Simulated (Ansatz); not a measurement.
Results of r²SCAN-D4 (Ansatz, a program for electronic structure, PAW) for hcp Re.

Numerical settings: plane-wave cutoff 560 eV, 24×24×12 k mesh (along the axes of the cell as run), Fermi–Dirac smearing 0.05 eV, no spin polarisation, scalar-relativistic PAW data made under PBE.

Energies at three volumes about the minimum:

```csv
V (Å³/atom),E − E_lowest (meV/atom)
14.331,7.45
14.624,0.00
14.916,6.93
```

Question: Fit a parabola by hand: where is the minimum, and what is the bulk modulus?

Answer: Slopes: (0.00 − 7.45)/(14.624 − 14.331) = -25.427 and (6.93 − 0.00)/(14.916 − 14.624) = 23.733 meV/Å³. Curvature E″ = 2 × (23.733 − (-25.427))/(14.916 − 14.331) = 168.068 meV/Å⁶. From the middle of the first interval, the slope vanishes at V0 = 14.4775 − (-25.427)/168.068 = 14.629 Å³/atom. B = V0 E″ = 14.629 × 168.068 meV/Å³ × 0.1602 GPa per meV/Å³ = 394 GPa. The full Birch–Murnaghan fit to all volumes gives V0 = 14.624 Å³/atom and B0 = 394 GPa.

Shape and atoms are relaxed at each volume.

Measured, for comparison: bulk modulus 369 GPa (zero-point energy and finite temperature contributions removed, our sources range from 369 to 381; as tabulated in doi:10.1021/acs.jctc.3c00612). Computed (rounded) less measured: bulk modulus +7 % (+3 % to +7 % over the range).

Note: the bulk modulus comes from volumes at which shape and atoms were relaxed.
